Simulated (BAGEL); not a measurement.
# A workflow on CH2BN (SMILES BC#N)

Wanted: a single-point energy (HF/6-31G*), then the energy (NEVPT2(2,2)/6-31G*), then a single-point energy (CASPT2(2,2)/6-31G*) of CH2BN. 

Program for the calculation: BAGEL 1.2.2.

2 further runs of the same task are left out: 2 set aside as unsound or not needed.

### Step 1. The structure to begin with

CH2BN: 5 atoms, total charge 0, spin state singlet. SMILES: `BC#N`. The B1–H5 distance was set to 2.258 Å, away from the relaxed value. At this shape a bond of the SMILES string is far longer than usual.

Bond lengths: B1–C2 1.522 Å, C2–N3 1.154 Å, B1–H4 1.189 Å. Angles: B1–C2–N3 180.0°, C2–B1–H4 118.9°.

### Step 2. The energy at HF/6-31G(d) (density fitting with svp-jkfit, spherical functions) (run 1)

Contents of calc.json:

```json
{ "bagel" : [

{
  "title" : "molecule",
  "basis" : "6-31gs.json",
  "df_basis" : "svp-jkfit",
  "geometry" : [
    { "atom" : "B", "xyz" : [ -0.57290638, -1.05846017, -1.33863285 ] },
    { "atom" : "C", "xyz" : [  0.50782799, -3.20896850,  0.23475312 ] },
    { "atom" : "N", "xyz" : [  1.32759118, -4.83961317,  1.42811517 ] },
    { "atom" : "H", "xyz" : [ -1.56520157, -1.53826163, -3.29582220 ] },
    { "atom" : "H", "xyz" : [ -0.23791652,  2.93663440,  0.12339912 ] }
  ]
},
{ "title" : "hf" },
{ "title" : "print", "file" : "orbitals.molden", "orbitals" : "true" }

]}
```

The basis set 6-31G* is read from a file made from the Basis Set Exchange's data (not shown).

Command:

```
BAGEL_NUM_THREADS=1 BAGEL calc.json > calc.out
```

Log:

```text
* using 1 threads per process

  ===============================================================
  ===============================================================

  *** Geometry ***

  { "atom" : "B", "xyz" : [     -0.572906,     -1.058460,     -1.338633 ] },
  { "atom" : "C", "xyz" : [      0.507828,     -3.208969,      0.234753 ] },
  { "atom" : "N", "xyz" : [      1.327591,     -4.839613,      1.428115 ] },
  { "atom" : "H", "xyz" : [     -1.565202,     -1.538262,     -3.295822 ] },
  { "atom" : "H", "xyz" : [     -0.237917,      2.936634,      0.123399 ] },

  Number of auxiliary basis functions:      263

  Since a DF basis is specified, we compute 2- and 3-index integrals:
    o Being stored without compression. Storage requirement is 0.004 GB

  Number of basis functions:       46
  Number of electrons      :       20

    * METHOD: MOLECULE                             0.05

  *** RHF ***

  === Nuclear Repulsion ===
    44.4687348921

      * DIIS with orbital gradients will be used.

  === RHF iteration (6-31gs.json) ===
      0       -117.82241899          0.03170246           0.01
      1       -117.87808054          0.03017675           0.01
      2       -117.98612982          0.00330675           0.01
      3       -117.98887798          0.00089321           0.01
      4       -117.98906174          0.00025636           0.00
      5       -117.98909136          0.00012895           0.00
      6       -117.98910177          0.00006375           0.01
      7       -117.98910472          0.00002771           0.01
      8       -117.98910521          0.00000700           0.01
      9       -117.98910522          0.00000148           0.01
     10       -117.98910522          0.00000048           0.01
     11       -117.98910523          0.00000012           0.01
     12       -117.98910523          0.00000006           0.01
     13       -117.98910523          0.00000003           0.01
     14       -117.98910523          0.00000002           0.01
     15       -117.98910523          0.00000001           0.00
    * SCF iteration converged.

    * Permanent dipole moment:
           (    0.438626,    -0.264764,     0.765638) a.u.

    * METHOD: HF                                   0.14

    * METHOD: PRINT                                0.01

  ===============================================================
```

Wall time 0.32 s (1 thread of Arm Neoverse V1, shared host); peak memory 0.15 GiB.

### Step 3. A single-point energy at NEVPT2(2,2)/6-31G(d) (density fitting with svp-jkfit, spherical functions) (run 2)

Contents of job.json:

```json
{ "bagel" : [

{
  "title" : "molecule",
  "basis" : "6-31gs.json",
  "df_basis" : "svp-jkfit",
  "angstrom" : false,
  "geometry" : [
    { "atom" : "B", "xyz" : [ -0.57290638, -1.05846017, -1.33863285 ] },
    { "atom" : "C", "xyz" : [  0.50782799, -3.20896850,  0.23475312 ] },
    { "atom" : "N", "xyz" : [  1.32759118, -4.83961317,  1.42811517 ] },
    { "atom" : "H", "xyz" : [ -1.56520157, -1.53826163, -3.29582220 ] },
    { "atom" : "H", "xyz" : [ -0.23791652,  2.93663440,  0.12339912 ] }
  ]
},
{
  "title" : "hf"
},
{
  "title" : "nevpt2",
  "nstate" : 1,
  "nact" : 2,
  "nclosed" : 9,
  "active" : [10, 12],
  "maxiter" : 200,
  "natocc" : true,
  "ncore" : 3
},
{
  "title" : "print",
  "file" : "orbitals.molden",
  "orbitals" : true
}

]}
```

The basis set 6-31G* is read from a file made from the Basis Set Exchange's data (not shown).

Command:

```
BAGEL_NUM_THREADS=1 BAGEL job.json > job.out
```

Log:

```text
* using 1 threads per process

  ===============================================================
  ===============================================================

  *** Geometry ***

  { "atom" : "B", "xyz" : [     -0.572906,     -1.058460,     -1.338633 ] },
  { "atom" : "C", "xyz" : [      0.507828,     -3.208969,      0.234753 ] },
  { "atom" : "N", "xyz" : [      1.327591,     -4.839613,      1.428115 ] },
  { "atom" : "H", "xyz" : [     -1.565202,     -1.538262,     -3.295822 ] },
  { "atom" : "H", "xyz" : [     -0.237917,      2.936634,      0.123399 ] },

  Number of auxiliary basis functions:      263

  Since a DF basis is specified, we compute 2- and 3-index integrals:
    o Being stored without compression. Storage requirement is 0.004 GB

[... 18 lines left out ...]
    * SCF iteration converged.
[... 1 line left out ...]
    * Permanent dipole moment:
[... 28 lines left out ...]
    * Second-order optimization converged. *

     guess   0:   closed 1.                   open ..

  === FCI iteration ===

      0  0      -117.98522320     7.99e-02      0.00
      1  0      -118.04231643     6.72e-03      0.00
      2  0 *    -118.04277385     9.57e-16      0.00

     * ci vector, state   0, <S^2> = 0.0000
       2.     0.9407019010
       .2    -0.3392343342

  === DF-NEVPT2 calculation ===

    * 3-index integral transformation done
    * assembly done

      NEVPT2 correlation energy:   -0.3258214036      0.03

          (+0)     -0.2992367549
          (+0)'    -0.0047416551
          (+1)     -0.0067226289
          (+1)'    -0.0000000000
          (+2)     -0.0001348974
          (-1)     -0.0138990425
          (-1)'     0.0000000000
          (-2)     -0.0010864248

      NEVPT2 total energy:       -118.3685952530

    * METHOD: NEVPT2                               0.44

    * METHOD: PRINT                                0.01

  ===============================================================
```

Run time: 0.77 s. Hardware: 1 thread of Arm Neoverse V1, shared host; peak memory 0.15 GiB.

### Step 4. The energy at CASPT2(2,2)/6-31G(d) (density fitting with svp-jkfit, spherical functions) (run 3)

Contents of input.json:

```json
{ "bagel" : [

{
  "title" : "molecule",
  "basis" : "6-31gs.json",
  "df_basis" : "svp-jkfit",
  "geometry" : [
    { "atom" : "B", "xyz" : [    -0.57290638,    -1.05846017,    -1.33863285 ] },
    { "atom" : "C", "xyz" : [     0.50782799,    -3.20896850,     0.23475312 ] },
    { "atom" : "N", "xyz" : [     1.32759118,    -4.83961317,     1.42811517 ] },
    { "atom" : "H", "xyz" : [    -1.56520157,    -1.53826163,    -3.29582220 ] },
    { "atom" : "H", "xyz" : [    -0.23791652,     2.93663440,     0.12339912 ] }
  ]
},

{
  "title" : "hf"
},

{
  "title" : "casscf",
  "nstate" : 1,
  "nact" : 2,
  "nclosed" : 9,
  "active" : [10, 12],
  "maxiter" : 200,
  "natocc" : "true"
},

{
  "title" : "print",
  "file" : "orbitals.molden",
  "orbitals" : "true"
},

{
  "title" : "smith",
  "method" : "caspt2",
  "ms" : "true",
  "xms" : "true",
  "sssr" : "true",
  "shift" : 0.2,
  "shift_imag" : "true",
  "ncore" : 3
}

]}
```

The basis set 6-31G* is read from a file made from the Basis Set Exchange's data (not shown).

Command:

```
BAGEL_NUM_THREADS=1 BAGEL input.json > input.out
```

Log:

```text
* using 1 threads per process

  ===============================================================
  ===============================================================

  *** Geometry ***

  { "atom" : "B", "xyz" : [     -0.572906,     -1.058460,     -1.338633 ] },
  { "atom" : "C", "xyz" : [      0.507828,     -3.208969,      0.234753 ] },
  { "atom" : "N", "xyz" : [      1.327591,     -4.839613,      1.428115 ] },
  { "atom" : "H", "xyz" : [     -1.565202,     -1.538262,     -3.295822 ] },
  { "atom" : "H", "xyz" : [     -0.237917,      2.936634,      0.123399 ] },

  Number of auxiliary basis functions:      263

  Since a DF basis is specified, we compute 2- and 3-index integrals:
    o Being stored without compression. Storage requirement is 0.004 GB

[... 18 lines left out ...]
    * SCF iteration converged.
[... 1 line left out ...]
    * Permanent dipole moment:
[... 27 lines left out ...]
    * Second-order optimization converged. *
[... 9 lines left out ...]
     * ci vector, state   0, <S^2> = 0.0000
[... 16 lines left out ...]
    * Zeroth order energy : state  0       -0.6110733658
[... 4 lines left out ...]
       #      aibj      arbs      arbi      airj      risj      airs      arst      rist         Etot      error   time
[... 2 lines left out ...]
       0  -0.29785  -0.00144  -0.01470  -0.00772  -0.00022  -0.00456  -0.00000  -0.00000   -0.3264850  0.0009977   0.02
       1  -0.29794  -0.00144  -0.01471  -0.00778  -0.00023  -0.00461   0.00000  -0.00000   -0.3267188  0.0001194   0.01
       2  -0.29794  -0.00144  -0.01472  -0.00778  -0.00023  -0.00461  -0.00000  -0.00000   -0.3267221  0.0000178   0.01
       3  -0.29794  -0.00144  -0.01472  -0.00778  -0.00023  -0.00461   0.00000   0.00000   -0.3267222  0.0000027   0.01
       4  -0.29794  -0.00144  -0.01472  -0.00778  -0.00023  -0.00461  -0.00000  -0.00000   -0.3267222  0.0000004   0.01

      ------------------------------------------------------------------------------------------------------------------

    * CASPT2 energy : state  0     -118.3719786471
        w/o shift correction       -118.3694960193
        reference weight              0.8864794645

    * METHOD: SMITH                                0.10

  ===============================================================
```

Wall time 0.85 s (1 thread of Arm Neoverse V1, shared host); peak memory 0.15 GiB.

### Step 5. Results

| quantity | value |
| --- | --- |
| run 1, HF/6-31G*: total energy | -117.98911 Eh |
| run 1, HF/6-31G*: dipole moment | 2.34 D |
| run 1, HF/6-31G*: HOMO energy | -10.19 eV |
| run 1, HF/6-31G*: LUMO energy | 0.29 eV |
| run 1, HF/6-31G*: HOMO–LUMO gap | 10.48 eV |
| run 2, NEVPT2(2,2)/6-31G*: total energy | -118.36860 Eh |
| run 3, CASPT2(2,2)/6-31G*: total energy | -118.37198 Eh |
